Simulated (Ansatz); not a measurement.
Input for Ansatz (development build ahead of 0.2.0):

```yaml
crystal:
  periodic: [false, false, false]
  atoms:
    - { symbol: "N", position_ang: [0.0, 0.0, 2.8645] }
    - { symbol: P, position_ang: [0.0, 0.0, 0.0] }
    - { symbol: P, position_ang: [2.9824, 0.0, 1.7219] }
basis:
  gaussian: { orbitals: "6-31G" }
magnetization:
  spin_polarized: true
  initial_magnetization: 1
hamiltonian:
  xc: hf
```

The input is written out in the form of the current development build from the run's settings.

The run gave:

- Converged: yes
- Total energy: -735.71404 hartree
- Spin squared of the determinant: 4.552
- Stability test: minimum

Caution: the unrestricted determinant is a mixture of spin states.
